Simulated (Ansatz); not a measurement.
A calculation with Ansatz (development build ahead of 0.2.0).

```yaml
crystal:
  periodic: [false, false, false]
  atoms:
    - { symbol: C, position_ang: [0.0137, 0.05191, -0.42124] }
    - { symbol: C, position_ang: [-0.00553, 1.15425, 0.16009] }
    - { symbol: C, position_ang: [0.00596, -1.17371, 0.14412] }
    - { symbol: H, position_ang: [-0.06788, -0.00646, -1.61182] }
    - { symbol: H, position_ang: [-0.03836, 2.18721, -0.3461] }
    - { symbol: H, position_ang: [0.03404, 1.18229, 1.27791] }
    - { symbol: H, position_ang: [-0.09612, -2.13783, -0.31558] }
    - { symbol: H, position_ang: [0.10108, -1.25078, 1.26757] }
basis:
  gaussian: { orbitals: STO-3G }
total_charge: 1
hamiltonian:
  xc: hf
correlation:
  method: mp2
  frozen_orbitals: { C: 1, H: 0 }
```

The input is written out in the form of the current development build from the run's settings.

Output:

* Converged: yes
* Reference energy: -114.76254 hartree
* Correlation energy: -0.16227 hartree
* Total energy: -114.92481 hartree
* Spin squared of the determinant: 0.000

Caution: no unrestricted run beside it, a lower state can exist.
